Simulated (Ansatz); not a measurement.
Ansatz (a quantum-chemistry and plane-wave program) input (MP2/6-31G*):

Ansatz 0.2 input:
```yaml
crystal:
  periodic: [false, false, false]
  atoms:
    - {symbol: C, position_ang: [0.78795820, 1.54784882, 0.21221775]}
    - {symbol: C, position_ang: [0.28902993, 0.60427555, -0.58651723]}
    - {symbol: C, position_ang: [-0.62032961, -0.41667002, -0.24222137]}
    - {symbol: C, position_ang: [-0.41497079, -1.63558151, 0.34267517]}
    - {symbol: H, position_ang: [1.51309580, 2.29090719, -0.13309180]}
    - {symbol: H, position_ang: [0.52049195, 1.65172282, 1.27959290]}
    - {symbol: H, position_ang: [-1.64428815, -0.23030318, -0.58744657]}
    - {symbol: H, position_ang: [0.57097782, -1.94120393, 0.67658602]}
    - {symbol: H, position_ang: [-1.21040375, -2.37036004, 0.40743355]}
basis:
  gaussian:
    orbitals: 6-31G*
total_charge: -1
magnetization: {spin_polarized: false}
correlation: {method: mp2, electrons: outside_noble_gas}
relax: {f_tol: 0.003, max_steps: 120}
```

Question: What final total energy does it give?

Answer: -154.74742 Eh.
